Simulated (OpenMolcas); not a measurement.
Worked example: vertical ionisation energy of CH5AlO (SMILES [CH3][AlH][OH])

CH5AlO: 8 atoms, total charge 0, spin state singlet. As SMILES, `[CH3][AlH][OH]`. The shape is that of a PBE0-D4/def2-TZVP optimisation. This is one conformer, not always the lowest.

Both states at this one shape; open shells run unrestricted unless said. 1 Eh = 27.2114 eV.

| level | program | singlet CH5AlO (Eh) | doublet CH5AlO+ (Eh) | HOMO of the first (eV) |
| --- | --- | --- | --- | --- |
| M06-L/aug-cc-pVDZ | OpenMolcas | -358.811829 | -358.441976 | -6.90 |
| r2SCAN/aug-cc-pVDZ | OpenMolcas | -358.739481 | -358.370131 | -6.99 |
| B3LYP/aug-cc-pVDZ | OpenMolcas | -358.858556 | -358.481437 | -7.81 |

Work out the vertical ionisation energy at each level.


1. M06-L/aug-cc-pVDZ: -358.441976 − (-358.811829) = 0.369853 Eh = 10.06 eV; −ε(HOMO) = 6.90 eV.
2. r2SCAN/aug-cc-pVDZ: -358.370131 − (-358.739481) = 0.369350 Eh = 10.05 eV; −ε(HOMO) = 6.99 eV.
3. B3LYP/aug-cc-pVDZ: -358.481437 − (-358.858556) = 0.377119 Eh = 10.26 eV; −ε(HOMO) = 7.81 eV.

No measured value is set beside it here; the levels span 10.05 to 10.26 eV. In semi-local functionals −ε(HOMO) lies far under the ionisation energy, a result of self-interaction, while the difference of totals does much better.
